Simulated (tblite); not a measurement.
# F5H4: the cost of one run

Computed with tblite 0.8.0 and PySCF 2.14.0; each step states its level. No surroundings beyond the atoms listed, unless a continuum is named. Atoms count from 0, parts from 1.

### 1 The system as given

9 atoms, charge -1, multiplicity 1; geometry: rigid parts in contact. Parts: 1 = atom 0, `[F-]`, charge -1; 2 = atoms 1–2, `F`, charge 0; 3 = atoms 3–4, `F`, charge 0; 4 = atoms 5–6, `F`, charge 0; 5 = atoms 7–8, `F`, charge 0.

### 2 Search for minima with GFN2-xTB

Job settings and geometry (Å):

```
{"job": {"kind": "dock", "xc": "GFN2-xTB", "basis": "xTB"}, "charge": -1, "multiplicity": 1, "parts": [{"atoms": "0-0", "charge": -1, "multiplicity": 1}, {"atoms": "1-2", "charge": 0, "multiplicity": 1}, {"atoms": "3-4", "charge": 0, "multiplicity": 1}, {"atoms": "5-6", "charge": 0, "multiplicity": 1}, {"atoms": "7-8", "charge": 0, "multiplicity": 1}]}
F      1.194178     0.628084    -0.030554
F      2.179185    -0.788487     1.524800
H      1.717078    -0.152451     0.857554
F      0.954312     3.043554     0.243351
H      1.036067     2.082150     0.125686
F      1.798705     0.429341    -2.405286
H      1.543252     0.504281    -1.473671
F      4.330285    -2.048918     1.829346
H      3.511321    -1.561166     1.695051
```

Level: GFN2-xTB search for minima from random contacts, gas phase.

Started as:

```console
OMP_NUM_THREADS=1 python cluster_run.py task.json out
```

One launch serves the whole session: the jobs run in the order shown.

**Question.** How long does this first job take on 1 thread of Arm Neoverse N1, shared host?

About 11 s.
